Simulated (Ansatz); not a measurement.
Reaction (SMILES): F[CH]F → C atom + 2 F atom + H atom
B3LYP-D3(BJ)/def2-TZVP geometries, fixed; electronic energies without zero-point terms.

Basis-set convergence of the atomisation energy at PBE with Ansatz (a quantum-chemistry and plane-wave program). Cartesian d functions, on some or all atoms, in 6-31G*, 6-31+G*; all else is spherical. The program fits the integrals of some runs and decomposes those of others, by size. Open shells are unrestricted. No added dispersion term, no relativity. Functions are those of the species that has most. Reference: the value in pcseg-4, 348.40 kcal/mol, itself unsure by roughly 0.11 kcal/mol (its mean distance from aug-pcseg-3, aug-cc-pVQZ, cc-pV5Z). Deviations are taken from unrounded values.

| basis | functions | atomisation energy (kcal/mol) | minus reference (kcal/mol) |
|---|---|---|---|
| def2-SV(P) | 44 | 353.86 | 5.46 |
| 6-31G* | 47 | 352.32 | 3.93 |
| 6-31+G* | 59 | 343.30 | -5.09 |
| 6-311G** | 60 | 345.67 | -2.72 |
| def2-SVPD | 74 | 351.90 | 3.50 |
| aug-pcseg-1 | 78 | 346.06 | -2.33 |
| def2-TZVPP | 107 | 348.31 | -0.09 |
| aug-cc-pVTZ | 161 | 347.80 | -0.60 |
| aug-pcseg-2 | 161 | 348.68 | 0.28 |
| def2-QZVPP | 201 | 348.05 | -0.34 |
| pcseg-3 | 213 | 348.46 | 0.07 |
| aug-pcseg-3 | 304 | 348.51 | 0.12 |
| pcseg-4 | 364 | 348.40 | 0.00 |
